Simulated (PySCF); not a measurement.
A geometry optimisation on `C=CC(F)C=C`.

Computed with PBE0-D3(BJ)/def2-SVP geometry optimisation, gas phase (PySCF 2.14.0). Start geometry: GFN2-xTB. The input is one job of a driver script: a line of settings, then coordinates in Å.

Command:
```bash
OMP_NUM_THREADS=1 python probes_run.py task.json out
```

Input:
```
{"job": {"xc": "PBE0", "basis": "def2-SVP", "d3": "d3bj", "grid": 1, "shake": 0.01, "kind": "geom"}, "charge": 0, "multiplicity": 1}
C      2.163840    -0.069000    -0.394020
C      1.191970     0.403720     0.399410
C     -0.080510    -0.348880     0.727860
F      0.024530    -1.626470     0.230260
C     -1.262640     0.382690     0.192830
C     -2.046350    -0.056120    -0.759650
H      3.032770     0.533760    -0.617970
H      2.089790    -1.010280    -0.860810
H      1.255450     1.387940     0.885470
H     -0.150440    -0.458650     1.839750
H     -1.432960     1.347280     0.679280
H     -2.881110     0.505140    -1.104270
H     -1.898540    -1.008000    -1.228460
```

Output:
```
step   0  E = -293.98170089  max force = 0.029857
step   1  E = -293.98578511  max force = 0.004988
step   2  E = -293.98592787  max force = 0.001638
step   3  E = -293.98592364  max force = 0.002461
step   4  E = -293.98596295  max force = 0.000762
step   5  E = -293.98596857  max force = 0.000259
optimisation converged
```

Energies in Eh; «max force» is the largest Cartesian gradient component in Eh/bohr.

Problem. How much energy does the optimisation release, in eV?

Solution. E(step 0) − E(last step) = 0.004268 Eh, which is 0.116 eV.

Problem. Give the first gradient maximum in eV/Å.

Solution. With 1 Eh/bohr = 51.422 eV/Å, 1.535 eV/Å.

Main results: final energy -293.98597 Eh after 5 steps; dipole 1.52 D.

Problem. Where do the atoms end?

Solution. 0.102 Å rms from the input after alignment:
```
atom  x, y, z in Å
C1     2.2359   -0.0818   -0.2188
C2     1.1918    0.3896    0.4580
C3    -0.0938   -0.3629    0.6477
F4    -0.0222   -1.5938    0.0452
C5    -1.2695    0.4103    0.1239
C6    -2.0879   -0.0294   -0.8285
H7     3.1472    0.5099   -0.3314
H8     2.2035   -1.0719   -0.6801
H9     1.2228    1.3832    0.9196
H10   -0.2424   -0.5369    1.7334
H11   -1.4197    1.3941    0.5830
H12   -2.9273    0.5765   -1.1774
H13   -1.9381   -1.0109   -1.2846
```

The run took 49 s wall on one thread of an Arm Neoverse N1, no GPU (shared host), and the process peaked at 0.51 GiB of memory.
Labels such as C1 count atoms from 1, the log's own numbers from 0.
